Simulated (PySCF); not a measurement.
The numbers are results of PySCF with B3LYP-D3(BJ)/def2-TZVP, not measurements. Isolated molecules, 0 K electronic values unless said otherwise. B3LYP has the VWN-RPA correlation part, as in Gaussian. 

Reference species (SMILES): `[Cl]` (neutral, multiplicity 2).

```json
{
 "highest_occupied_spin_orbital": "-9.27 eV"
}
```

Changed species: `I[SiH2]` (radical fragment; the reference has radical fragment).

Task: Predict the effect on the highest occupied spin orbital.

Result: the highest occupied spin orbital increases by 3.07 eV, to -6.20 eV.
